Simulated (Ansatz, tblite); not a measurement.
Cost and result up the ladder for the cluster LiCl₂⁻ (3 atoms). The state is a singlet with charge -1. Geometry: r2SCAN-D4/def2-TZVPD.

```xyz
3

Li    0.000    0.000    0.000
Cl    1.179   -0.033   -1.812
Cl   -1.179    0.034    1.812
```

Ansatz on 4 threads of Arm Neoverse V1 on a shared host; xTB runs through tblite on one thread. Times are rough, summed over both states, and most runs start from the orbitals of an earlier one. CAM-B3LYP-D4/def2-TZVPD serves as the yardstick here, not as an exact answer. Differences are given only for rows in sets of like size (and for xTB, whose basis is part of the method), since another set adds its own error. The other state is a quintet at its own geometry, which has other bonds, so the gap mixes isomer and spin.

The xTB rows come from tblite. HSE06 is defined as in plane-wave codes, on full-range PBE exchange. In the quintet geometry the species has come apart into loosely held pieces. At PBE0-D4/def2-TZVPD a singlet of charge -1 lies 10.91 eV below the quintet, each at its own geometry. The structure comes from a short search, and lower isomers may exist.

Run but left out: GFN2-xTB (tight binding far off the other levels).

xTB has no spin-polarisation term.

```csv
level,functions,wall time,quintet − singlet (eV),difference from CAM-B3LYP-D4/def2-TZVPD (eV),remarks
GFN1-xTB,22,0.005 s,14.85,3.60,–
HF/STO-3G,23,0.25 s,10.23,–,HOMO above zero (quintet)
revPBE-D4/def2-TZVPD,109,3.1 s,10.76,-0.49,HOMO above zero (quintet)
HSE06-D4/def2-TZVPD,109,3.9 s,10.92,-0.33,HOMO above zero (quintet)
CAM-B3LYP-D4/def2-TZVPD,109,4.3 s,11.25,0.00,HOMO above zero (quintet)
```
